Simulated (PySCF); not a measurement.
O2S, SMILES O=S=O.

The structure is a stationary point at ωB97X-D3(BJ)/def2-TZVP.

Method: PySCF with ωB97X-D3(BJ)/def2-TZVP.

Frequencies are harmonic and unscaled.

```tsv
mode	ν (cm⁻¹)	IR (km/mol)	Raman (Å⁴/amu)	depolarisation	moving atoms (share of kinetic energy)
1	539	33.0	3.2	0.72	O 72 %, S 28 %
2	1241	37.0	27.2	0.19	O 78 %, S 22 %
3	1440	240.9	10.3	0.75	O 57 %, S 43 %
```
